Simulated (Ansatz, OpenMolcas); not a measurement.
# CHF2 (difluoromethyl radical): methods side by side

The species is CHF2 (4 atoms), meant as a doublet with charge 0. SMILES: `F[CH]F`. Geometry: relaxed at PBE0-D4/def2-TZVP.

Quantity: the vertical energy of the quartet above the doublet, in eV. The values are calculated.

```csv
level,kind,program,value (eV),less FCI/STO-3G,CPU time (all runs)
UHF/STO-3G,Hartree–Fock,OpenMolcas,12.69,-0.84,3.4 s
UPBE/STO-3G,GGA,OpenMolcas,13.48,-0.05,12 s
U-r2SCAN/STO-3G,meta-GGA,OpenMolcas,13.60,+0.07,19 s
UB3LYP/STO-3G,global hybrid,Ansatz,13.70,+0.17,11 s
UCAM-B3LYP/STO-3G,range-separated hybrid,Ansatz,13.70,+0.17,3.9 s
RPA@PBE/STO-3G,RPA,Ansatz,12.81,-0.72,25 s
"CASSCF(3,3)/STO-3G",multireference,OpenMolcas,13.12,-0.41,4.4 s
UBCCD(T)/STO-3G,coupled cluster or CI,Ansatz,13.58,+0.05,0.96 s
UCCSDT/STO-3G,coupled cluster or CI,Ansatz,13.55,+0.02,3.4 s
FCI/STO-3G,exact in the basis,Ansatz,13.53,0.00,2.7 s
```

FCI/STO-3G is exact within its basis and frozen core, so for wave-function methods in that basis the difference is their error; functionals converge differently with the basis, so for them it is only a difference. The values span 12.69 to 13.70 eV. All rows use very small basis sets, so none should be taken for the real molecule's value. The upper state's dipole differs much between rows, so they may not all be the same state. In so small a basis fixed costs decide the times, and correlated methods can beat functionals. CPU times are rough (shared hosts, several kinds of processor and program).
